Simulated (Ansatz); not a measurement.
**Relaxing Pt**

These are results of Ansatz, DFT PBEsol, scalar-relativistic, plane waves, PAW, not measurements. Cutoff 420 eV, Γ-centred k mesh, Gaussian smearing, no spin polarisation in the final step.

The start puts Pt on the dhcp structure type (P6_3/mmc, No. 194), at a guessed volume.

```
CELL_PARAMETERS angstrom
2.89377 0.00000 0.00000
-1.44689 2.50608 0.00000
0.00000 0.00000 9.33299
ATOMIC_POSITIONS crystal
Pt 0.00000 0.00000 0.00000
Pt 0.00000 0.00000 0.50000
Pt 0.33333 0.66667 0.75000
Pt 0.66667 0.33333 0.25000
```

Steps on the 6×6×2 mesh (4 atoms). 5 of 6 steps are shown, and the free energy counts from the last. Trial steps that were taken back and renewals of the plane-wave basis can be among the rows.

| step | ΔF (meV/atom) | V (Å³/atom) | P (GPa) |
| --- | --- | --- | --- |
| 1 | 175.4 | 16.92 | -24.40 |
| 2 | 10.9 | 14.73 | 5.74 |
| 3 | 2.0 | 15.07 | -1.16 |
| 4 | -0.6 | 15.05 | -0.49 |
| 6 | 0.0 | 15.02 | 0.07 |

A final relaxation ran on a 21×21×6 mesh. The relaxed crystal, P6_3/mmc (No. 194):

Space group P6_3/mmc (No. 194). a = 2.750 Å, b = 2.750 Å, c = 9.209 Å, α = 90.00°, β = 90.00°, γ = 120.00°
| atom | site | symmetry | x | y | z |
| --- | --- | --- | --- | --- | --- |
| Pt | 2a | -3m. | 0.0000 | 0.0000 | 0.0000 |
| Pt | 2d | -6m2 | 0.3333 | 0.6667 | 0.7500 |

```yaml
Volume_per_atom: 15.08 Å³
Density: 21.49 g/cm³
Energy_over_the_standard_structure: 0.03 eV/atom
Gap_on_the_21×21×6_mesh: 0 eV (a metal)
```

Energies count from the standard state of Pt at the same level.

The final run used a 21×21×6 mesh on its 4-atom cell and 0.10 eV smearing. For metals, differences of a few meV/atom aren't resolved. Spin–orbit coupling is left out.

Symmetry constrained the relaxation, so the result can be a saddle point.